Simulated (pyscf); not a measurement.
PySCF, gas phase, ωB97X-D3(BJ)/def2-SVP geometries. MP2 and CC: frozen core, UHF for open shells. ΔMP2 is the change of the MP2 total energy from the triple- to the quadruple-zeta basis.

SMILES: [SiH3]C1CC1
```xyz
12

Si    -1.3625    -0.9847    -1.6278
C      0.0938     0.1619    -1.4143
C      0.6336     0.4366    -0.0271
C     -0.1056     1.5125    -0.7605
H     -0.9294    -2.4133    -1.6873
H     -2.2726    -0.8078    -0.4550
H     -2.1233    -0.6759    -2.8760
H      0.8451     0.1341    -2.2124
H      1.7172     0.5382     0.0855
H      0.1398    -0.0401     0.8266
H      0.4673     2.3573    -1.1545
H     -1.1099     1.7786    -0.4132
```
Charge 0, spin multiplicity 1.

### Question
What is the homolytic dissociation enthalpy (298 K, CCSD(T)/def2-TZVPP + ΔMP2(QZVPP)) of the C–Si bond of `[SiH3][CH]1[CH2][CH2]1`, to SiH₃• + cyclic C₃H₅ (SMILES [CH]1CC1) [doublet]?

### Answer
C–Si to SiH₃• + cyclic C₃H₅ (SMILES [CH]1CC1) [doublet]: 394.8 kJ/mol. cyclic C₃H₈Si (SMILES [SiH3]C1CC1) lies 58.0 kJ/mol over its isomer H₂C=CH–SiH₂–CH₃ (electronic energy, ωB97M-D3(BJ)). cyclic C₃H₅ (SMILES [CH]1CC1) [doublet] lies 117.4 kJ/mol over its isomer •H₂C–CH=CH₂ (electronic energy, ωB97M-D3(BJ)). The CCSD(T) − MP2 part came from Ansatz, without density fitting, on the same reference.
